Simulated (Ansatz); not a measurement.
Mulliken charges of `S=C=CCl` from r2SCAN/def2-TZVPP in Ansatz (PBE0-D4/def2-TZVP geometry).

```json
{"atom": "S1", "x (Å)": "-1.121", "y (Å)": "-1.526", "z (Å)": "1.338", "charge (e)": "-0.043"}
{"atom": "C2", "x (Å)": "-0.306", "y (Å)": "-0.540", "z (Å)": "0.468", "charge (e)": "0.035"}
{"atom": "C3", "x (Å)": "0.387", "y (Å)": "0.291", "z (Å)": "-0.265", "charge (e)": "-0.039"}
{"atom": "Cl4", "x (Å)": "-0.377", "y (Å)": "1.356", "z (Å)": "-1.379", "charge (e)": "-0.076"}
{"atom": "H5", "x (Å)": "1.466", "y (Å)": "0.346", "z (Å)": "-0.203", "charge (e)": "0.122"}
```

**Question.** By hand: the dipole of these point charges (1 e Å = 4.8032 D).

**Answer.** Σ q r = (0.230, -0.025, 0.049) e Å, of length 0.236 e Å = 1.13 D.

**Question.** How does the dipole of the full density compare? (Best estimate.)

**Answer.** Computed: (0.170, -0.074, 0.090) e Å, 0.99 D; the point charges give 1.14 times that, at 21° from its direction.

Point charges leave out the atoms' own dipoles, such as those of lone pairs, and Mulliken's split depends on the basis, so the two needn't agree.
